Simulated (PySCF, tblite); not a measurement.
# C₄H₄: bond homolysis, part 2 of 2

tblite 0.8.0 and PySCF 2.14.0. Atoms count from 0.

## Step 14: Single point (C4H4): PBE-D3(BJ)/def2-TZVP

Geometry: PBE0-D3(BJ)/def2-SVP.

What the job is given:

```
{"job": {"kind": "sp", "xc": "PBE", "basis": "def2-TZVP", "d3": "d3bj", "grid": 2}, "charge": 0, "multiplicity": 1}
C      1.907975    -0.301449     0.328500
C      0.623200    -0.096864     0.116769
C     -0.618875     0.101157    -0.088622
C     -1.903354     0.306194    -0.301821
H      2.257739    -0.875956     1.193011
H      2.667157     0.096379    -0.353509
H     -2.251432     0.880692    -1.167039
H     -2.663857    -0.091170     0.379006
```

The log of the run:

```text
coarse grid: 6824 points
cycle   1  E = -154.5460579402  dE =  3.531e-01  |g| = 4.165e-01  |ddm| = 2.976e+00
cycle   2  E = -154.5088252171  dE =  3.723e-02  |g| = 5.374e-01  |ddm| = 8.233e-01
cycle   3  E = -154.5916904197  dE = -8.287e-02  |g| = 1.205e-01  |ddm| = 5.664e-01
cycle   4  E = -154.5952454338  dE = -3.555e-03  |g| = 4.619e-02  |ddm| = 1.000e-01
cycle   5  E = -154.5957656408  dE = -5.202e-04  |g| = 3.021e-03  |ddm| = 2.831e-02
cycle   6  E = -154.5957686011  dE = -2.960e-06  |g| = 3.489e-04  |ddm| = 5.237e-03
final grid: 66320 points
cycle   7  E = -154.5854591881  dE = -3.571e-05  |g| = 8.385e-03  |ddm| = 9.729e-02
cycle   8  E = -154.5854478532  dE =  1.133e-05  |g| = 1.010e-02  |ddm| = 1.706e-02
cycle   9  E = -154.5854731706  dE = -2.532e-05  |g| = 3.173e-03  |ddm| = 9.186e-03
cycle  10  E = -154.5854763767  dE = -3.206e-06  |g| = 8.229e-04  |ddm| = 2.675e-03
cycle  11  E = -154.5854766000  dE = -2.233e-07  |g| = 7.109e-05  |ddm| = 7.016e-04
cycle  12  E = -154.5854766004  dE = -3.647e-10  |g| = 6.252e-05  |ddm| = 1.057e-04
converged SCF energy = -154.5854766004
```

It took 16 s on 1 thread of AMD EPYC, shared host.

## Step 15: Single point (C₄H₃ radical): PBE-D3(BJ)/def2-TZVP

Geometry: PBE0-D3(BJ)/def2-SVP.

What the job is given:

```
{"job": {"kind": "sp", "xc": "PBE", "basis": "def2-TZVP", "d3": "d3bj", "grid": 2}, "charge": 0, "multiplicity": 2}
C      1.880622    -0.095550     0.004554
C      0.649748     0.030942    -0.089933
C     -0.664388     0.166676    -0.191577
C     -1.965324     0.297448    -0.288054
H      2.945936    -0.206037     0.085919
H     -2.431427     0.853615    -1.113296
H     -2.647168    -0.143423     0.452504
```

The log of the run:

```text
coarse grid: 6208 points
cycle   1  E = -153.8902233751  dE =  4.113e-01  |g| = 2.967e-01  |ddm| = 2.516e+00
cycle   2  E = -153.8597686430  dE =  3.045e-02  |g| = 3.713e-01  |ddm| = 6.810e-01
cycle   3  E = -153.9309648705  dE = -7.120e-02  |g| = 1.223e-01  |ddm| = 4.183e-01
cycle   4  E = -153.9372502365  dE = -6.285e-03  |g| = 5.970e-02  |ddm| = 1.066e-01
cycle   5  E = -153.9389905229  dE = -1.740e-03  |g| = 2.808e-02  |ddm| = 5.401e-02
cycle   6  E = -153.9394541329  dE = -4.636e-04  |g| = 6.419e-03  |ddm| = 2.165e-02
cycle   7  E = -153.9394675784  dE = -1.345e-05  |g| = 6.290e-03  |ddm| = 8.746e-03
cycle   8  E = -153.9394962597  dE = -2.868e-05  |g| = 1.424e-03  |ddm| = 7.269e-03
cycle   9  E = -153.9394996651  dE = -3.405e-06  |g| = 4.601e-04  |ddm| = 3.605e-03
final grid: 60952 points
cycle  10  E = -153.9301621103  dE = -3.172e-05  |g| = 5.287e-03  |ddm| = 1.011e-01
cycle  11  E = -153.9301367052  dE =  2.541e-05  |g| = 8.193e-03  |ddm| = 1.218e-02
cycle  12  E = -153.9301601356  dE = -2.343e-05  |g| = 4.988e-03  |ddm| = 8.242e-03
cycle  13  E = -153.9301760900  dE = -1.595e-05  |g| = 5.002e-04  |ddm| = 3.604e-03
cycle  14  E = -153.9301761373  dE = -4.727e-08  |g| = 4.162e-04  |ddm| = 5.425e-04
cycle  15  E = -153.9301762387  dE = -1.015e-07  |g| = 8.708e-05  |ddm| = 3.299e-04
cycle  16  E = -153.9301762482  dE = -9.483e-09  |g| = 7.214e-05  |ddm| = 1.712e-04
converged SCF energy = -153.9301762482
```

It took 21 s on 1 thread of AMD EPYC, shared host.

## Step 16: Single point (H radical): PBE-D3(BJ)/def2-TZVP

Geometry: atom.

What the job is given:

```
{"job": {"kind": "sp", "xc": "PBE", "basis": "def2-TZVP", "d3": "d3bj", "grid": 2}, "charge": 0, "multiplicity": 2}
H      0.000000     0.000000     0.000000
```

The log of the run:

```text
coarse grid: 624 points
cycle   1  E = -0.4963127014  dE = -5.083e-02  |g| = 4.842e-02  |ddm| = 3.737e-01
cycle   2  E = -0.4995949534  dE = -3.282e-03  |g| = 6.784e-03  |ddm| = 1.446e-01
cycle   3  E = -0.4996596535  dE = -6.470e-05  |g| = 5.292e-05  |ddm| = 1.763e-02
cycle   4  E = -0.4996596584  dE = -4.864e-09  |g| = 3.860e-06  |ddm| = 1.804e-04
final grid: 5376 points
cycle   5  E = -0.4996387452  dE = -1.244e-07  |g| = 5.612e-05  |ddm| = 9.932e-04
cycle   6  E = -0.4996387469  dE = -1.626e-09  |g| = 4.313e-06  |ddm| = 4.526e-05
converged SCF energy = -0.4996387469
```

It took 0.11 s on 1 thread of AMD EPYC, shared host.

## Step 17: Bond homolysis: PBE-D3(BJ)/def2-TZVP

This step combines the energies above: geometries from PBE0-D3(BJ)/def2-SVP, zero-point and thermal terms from PBE0-D3(BJ)/def2-SVP.

What the job is given:

```
{"job": {"kind": "bd", "cap": 8, "geom": {"xc": "PBE0", "basis": "def2-SVP", "d3": "d3bj", "grid": 1}, "hess": 1, "level": {"xc": "PBE", "basis": "def2-TZVP", "d3": "d3bj"}}, "charge": 0, "multiplicity": 1}
C      1.907975    -0.301449     0.328500
C      0.623200    -0.096864     0.116769
C     -0.618875     0.101157    -0.088622
C     -1.903354     0.306194    -0.301821
H      2.257739    -0.875956     1.193011
H      2.667157     0.096379    -0.353509
H     -2.251432     0.880692    -1.167039
H     -2.663857    -0.091170     0.379006
```

Output (the driver's rows laid out field by field):

```text
homolysis bond by bond, PBE-D3(BJ)/def2-TZVP // PBE0-D3(BJ)/def2-SVP

row 1
  atoms                   0 4
  elements                C H
  length                  1.0953
  fragments               formula C4H3, charge 0, multiplicity 2, smiles [CH]=C=C=C, kept yes, pieces 1, point_group C2v, largest_spin C 0.614; formula H, charge 0, multiplicity 2, smiles [H], kept yes, pieces 1
  electronic              408.69
  zero_kelvin             370.53
  enthalpy                378.13
  free_energy             338.65
```

Wall time 37 s (1 thread of AMD EPYC, shared host).

Dissociation energies (kJ/mol, gas phase, 298 K for the thermal columns):

```csv
bond,fragments,electronic,enthalpy,free energy
C0–H4,[CH]=C=C=C + [H],408.7,378.1,338.6
```

## Step 18: Single point (C4H4): OPBE/def2-SV(P)

Geometry: PBE0-D3(BJ)/def2-SVP.

What the job is given:

```
{"job": {"kind": "sp", "xc": "OPBE", "basis": "def2-SV(P)", "grid": 2}, "charge": 0, "multiplicity": 1}
C      1.907975    -0.301449     0.328500
C      0.623200    -0.096864     0.116769
C     -0.618875     0.101157    -0.088622
C     -1.903354     0.306194    -0.301821
H      2.257739    -0.875956     1.193011
H      2.667157     0.096379    -0.353509
H     -2.251432     0.880692    -1.167039
H     -2.663857    -0.091170     0.379006
```

The log of the run:

```text
coarse grid: 6824 points
cycle   1  E = -154.5000138859  dE =  3.339e-01  |g| = 3.298e-01  |ddm| = 3.175e+00
cycle   2  E = -154.4870158530  dE =  1.300e-02  |g| = 3.815e-01  |ddm| = 8.708e-01
cycle   3  E = -154.5308512102  dE = -4.384e-02  |g| = 1.106e-01  |ddm| = 5.765e-01
cycle   4  E = -154.5342835535  dE = -3.432e-03  |g| = 1.563e-02  |ddm| = 1.111e-01
cycle   5  E = -154.5343449505  dE = -6.140e-05  |g| = 1.444e-03  |ddm| = 1.841e-02
cycle   6  E = -154.5343456367  dE = -6.862e-07  |g| = 3.340e-04  |ddm| = 3.955e-03
final grid: 66320 points
cycle   7  E = -154.5448052878  dE = -1.030e-05  |g| = 5.407e-03  |ddm| = 3.978e-02
cycle   8  E = -154.5447996856  dE =  5.602e-06  |g| = 6.841e-03  |ddm| = 1.462e-02
cycle   9  E = -154.5448098233  dE = -1.014e-05  |g| = 3.580e-03  |ddm| = 9.598e-03
cycle  10  E = -154.5448143881  dE = -4.565e-06  |g| = 1.403e-04  |ddm| = 3.700e-03
cycle  11  E = -154.5448143887  dE = -6.463e-10  |g| = 1.362e-04  |ddm| = 2.369e-04
cycle  12  E = -154.5448143940  dE = -5.241e-09  |g| = 1.433e-05  |ddm| = 1.375e-04
converged SCF energy = -154.5448143940
```

Wall time 5.2 s (1 thread of AMD EPYC, shared host).

## Step 19: Single point (C₄H₃ radical): OPBE/def2-SV(P)

Geometry: PBE0-D3(BJ)/def2-SVP.

What the job is given:

```
{"job": {"kind": "sp", "xc": "OPBE", "basis": "def2-SV(P)", "grid": 2}, "charge": 0, "multiplicity": 2}
C      1.880622    -0.095550     0.004554
C      0.649748     0.030942    -0.089933
C     -0.664388     0.166676    -0.191577
C     -1.965324     0.297448    -0.288054
H      2.945936    -0.206037     0.085919
H     -2.431427     0.853615    -1.113296
H     -2.647168    -0.143423     0.452504
```

The log of the run:

```text
coarse grid: 6208 points
cycle   1  E = -153.8384309607  dE =  3.938e-01  |g| = 2.408e-01  |ddm| = 2.205e+00
cycle   2  E = -153.8256298541  dE =  1.280e-02  |g| = 2.841e-01  |ddm| = 5.748e-01
cycle   3  E = -153.8621129732  dE = -3.648e-02  |g| = 1.442e-01  |ddm| = 3.851e-01
cycle   4  E = -153.8738458057  dE = -1.173e-02  |g| = 3.415e-02  |ddm| = 1.472e-01
cycle   5  E = -153.8744922847  dE = -6.465e-04  |g| = 1.926e-02  |ddm| = 5.147e-02
cycle   6  E = -153.8747494304  dE = -2.571e-04  |g| = 6.518e-03  |ddm| = 2.455e-02
cycle   7  E = -153.8747756724  dE = -2.624e-05  |g| = 5.582e-03  |ddm| = 1.285e-02
cycle   8  E = -153.8748072500  dE = -3.158e-05  |g| = 1.398e-03  |ddm| = 1.194e-02
cycle   9  E = -153.8748112029  dE = -3.953e-06  |g| = 3.829e-04  |ddm| = 5.554e-03
final grid: 60952 points
cycle  10  E = -153.8865142368  dE = -3.160e-05  |g| = 3.453e-03  |ddm| = 2.685e-02
cycle  11  E = -153.8865045932  dE =  9.644e-06  |g| = 5.777e-03  |ddm| = 1.028e-02
cycle  12  E = -153.8865193960  dE = -1.480e-05  |g| = 3.230e-03  |ddm| = 7.843e-03
cycle  13  E = -153.8865267270  dE = -7.331e-06  |g| = 5.958e-04  |ddm| = 3.515e-03
cycle  14  E = -153.8865276215  dE = -8.945e-07  |g| = 5.410e-04  |ddm| = 2.553e-03
cycle  15  E = -153.8865278611  dE = -2.396e-07  |g| = 2.995e-04  |ddm| = 1.090e-03
cycle  16  E = -153.8865279524  dE = -9.125e-08  |g| = 3.178e-05  |ddm| = 6.891e-04
cycle  17  E = -153.8865279557  dE = -3.324e-09  |g| = 1.667e-05  |ddm| = 2.053e-04
converged SCF energy = -153.8865279557
```

Wall time 7.1 s (1 thread of AMD EPYC, shared host).

## Step 20: Single point (H radical): OPBE/def2-SV(P)

Geometry: atom.

What the job is given:

```
{"job": {"kind": "sp", "xc": "OPBE", "basis": "def2-SV(P)", "grid": 2}, "charge": 0, "multiplicity": 2}
H      0.000000     0.000000     0.000000
```

The log of the run:

```text
coarse grid: 624 points
cycle   1  E = -0.5010965602  dE = -4.654e-02  |g| = 3.907e-02  |ddm| = 4.541e-01
cycle   2  E = -0.5032443337  dE = -2.148e-03  |g| = 2.144e-03  |ddm| = 1.123e-01
cycle   3  E = -0.5032507155  dE = -6.382e-06  |g| = 4.060e-05  |ddm| = 5.917e-03
final grid: 5376 points
cycle   4  E = -0.5034156047  dE = -2.686e-09  |g| = 3.202e-06  |ddm| = 1.281e-04
converged SCF energy = -0.5034156047
```

Wall time 0.09 s (1 thread of AMD EPYC, shared host).

## Step 21: Bond homolysis: OPBE/def2-SV(P)

This step combines the energies above: geometries from PBE0-D3(BJ)/def2-SVP, zero-point and thermal terms from PBE0-D3(BJ)/def2-SVP.

What the job is given:

```
{"job": {"kind": "bd", "cap": 8, "geom": {"xc": "PBE0", "basis": "def2-SVP", "d3": "d3bj", "grid": 1}, "hess": 1, "level": {"xc": "OPBE", "basis": "def2-SV(P)"}}, "charge": 0, "multiplicity": 1}
C      1.907975    -0.301449     0.328500
C      0.623200    -0.096864     0.116769
C     -0.618875     0.101157    -0.088622
C     -1.903354     0.306194    -0.301821
H      2.257739    -0.875956     1.193011
H      2.667157     0.096379    -0.353509
H     -2.251432     0.880692    -1.167039
H     -2.663857    -0.091170     0.379006
```

Output (the driver's rows laid out field by field):

```text
homolysis bond by bond, OPBE/def2-SV(P) // PBE0-D3(BJ)/def2-SVP

row 1
  atoms                   0 4
  elements                C H
  length                  1.0953
  fragments               formula C4H3, charge 0, multiplicity 2, smiles [CH]=C=C=C, kept yes, pieces 1, point_group C2v, largest_spin C 0.658; formula H, charge 0, multiplicity 2, smiles [H], kept yes, pieces 1
  electronic              406.61
  zero_kelvin             368.46
  enthalpy                376.05
  free_energy             336.57
```

Run time: 13 s. Hardware: 1 thread of AMD EPYC, shared host.

Dissociation energies (kJ/mol, gas phase, 298 K for the thermal columns):

```csv
bond,fragments,electronic,enthalpy,free energy
C0–H4,[CH]=C=C=C + [H],406.6,376.1,336.6
```

## Step 22: Results

The summary covers parts 1 to 2.

| quantity | value |
| --- | --- |
| strongest single infrared mode (GFN2-xTB) | 825 cm⁻¹, 60 km/mol |
| zero-point energy (GFN2-xTB) | 36.4 kcal/mol |
| point group | D2h |
| rotational constants (main isotopes) | 143.08, 3.97, 3.87 GHz |
| bond enthalpy (ΔH), C0–H4 (M06-2X/def2-TZVP) | 390.4 kJ/mol |
| bond enthalpy (ΔH), C0–H4 (PBE-D3(BJ)/def2-TZVP) | 378.1 kJ/mol |
| bond enthalpy (ΔH), C0–H4 (OPBE/def2-SV(P)) | 376.1 kJ/mol |

**Reading.** No mode is imaginary among the 18: a minimum at this level. The strongest single mode, at 825 cm⁻¹, has its largest shares on H7, H6, H5 and H4 (the list is cut at 4 atoms). GFN2-xTB is a fitted tight-binding method: band positions and strengths are rough. Its intensities can rank the bands wrongly. The optimisation took 2 steps and gained 0.039 eV; among the close pairs (by a distance rule), C3–H7 changed most, from 1.079 to 1.095 Å (PBE0/def2-SVP). The bond enthalpy (ΔH) at C0–H4 is 390.4 kJ/mol at M06-2X/def2-TZVP; zero-point and thermal terms move it by -30.5 kJ/mol from the electronic value.
